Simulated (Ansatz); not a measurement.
# CF₂: ionisation energy by level of theory

One table from this session's results is given with a row withheld; the runs are named, their logs left out.

Computed with Ansatz 0.2.0, Gaussian basis. Level: unrestricted cation, the program's frozen cores in correlated methods.

Levels to be run: UKS PBE-D4/def2-TZVPP; UKS r2SCAN-D4/def2-TZVPP; UKS PBE0-D4/def2-TZVPP; UKS B3LYP-D4/def2-TZVPP; UKS wB97X-V/def2-TZVPP; UKS wB97M-V/def2-TZVPP; UKS B2PLYP/def2-TZVPP; UHF-CCSD(T)/def2-TZVPP; UHF-CCSD(T)/def2-QZVPP; extrapolation to the limit; then −ε(HOMO) from the neutral's earlier runs with LDA (SPW92), PBE-D4, revPBE-D4, BLYP-D4, r2SCAN-D4, B97M-V, PBE0-D4, B3LYP-D4, r2SCANh-D4, r2SCAN0-D4, HSE06-D4, BHLYP-D4, CAM-B3LYP-D4, LC-ωPBE, ωB97X-V, ωB97M-V.

### The geometry

An earlier PBE0-D4 in a triple-zeta def2 set relaxation fixed the geometry.

SMILES `F[C]F`, 3 atoms, charge 0, spin multiplicity 1.

Atoms are counted from 1 here; the program's logs count them from 0.

Bond lengths: F1–C2 1.296 Å, C2–F3 1.296 Å. Angles: F1–C2–F3 104.7°.

The first run:

File in.yaml:

```yaml
crystal:
  periodic: [false, false, false]
  atoms:
    - {symbol: F, position_ang: [0.316329, 0.971416, 0.281613]}
    - {symbol: C, position_ang: [0.382310, -0.318501, 0.175141]}
    - {symbol: F, position_ang: [-0.698640, -0.652915, -0.456754]}
basis:
  gaussian: {orbitals: def2-TZVPP}
total_charge: 1
magnetization: {spin_polarized: true, initial_magnetization: 1}
hamiltonian: {xc: pbe, dispersion: d4}
```

The run is started by

```
ansatz run in.yaml --threads 2 --pin off --events-out ev --progress --plain --max-ram 32768MiB --backend cpu
```

Steps of the session up to this table: Cation, UKS PBE-D4/def2-TZVPP; Cation, UKS r2SCAN-D4/def2-TZVPP; Cation, UKS PBE0-D4/def2-TZVPP; Cation, UKS B3LYP-D4/def2-TZVPP; Cation, UKS wB97X-V/def2-TZVPP; Cation, UKS wB97M-V/def2-TZVPP; Cation, UKS B2PLYP (frozen core)/def2-TZVPP; Cation, UHF-CCSD(T)/def2-TZVPP; Cation, UHF-CCSD(T)/def2-QZVPP.

One of the session's tables, all rows but one given; the rest of the session is left out.

Orbital estimates, from the neutral's runs:

```
  functional  −ε(HOMO) (eV)
 LDA (SPW92)           7.24
      PBE-D4           7.11
   revPBE-D4           7.05
     BLYP-D4           7.09
   r2SCAN-D4              ?
      B97M-V           7.67
     PBE0-D4           8.77
    B3LYP-D4           8.58
  r2SCANh-D4           8.10
  r2SCAN0-D4           9.03
    HSE06-D4           8.36
    BHLYP-D4          10.45
CAM-B3LYP-D4          10.38
     LC-ωPBE          11.73
     ωB97X-V          11.36
     ωB97M-V          11.26
```

Estimate the missing values for r2SCAN-D4.

Worked estimate for «−ε(HOMO) (eV)». Against the share of exact exchange, r2SCANh-D4 (0.1, 8.10), r2SCAN0-D4 (0.25, 9.03) give a slope of 6.20 per unit share; at 0 the line stands at 7.48.

The run gave: −ε(HOMO) (eV): 7.49. In «−ε(HOMO) (eV)» the line misses by -0.01.
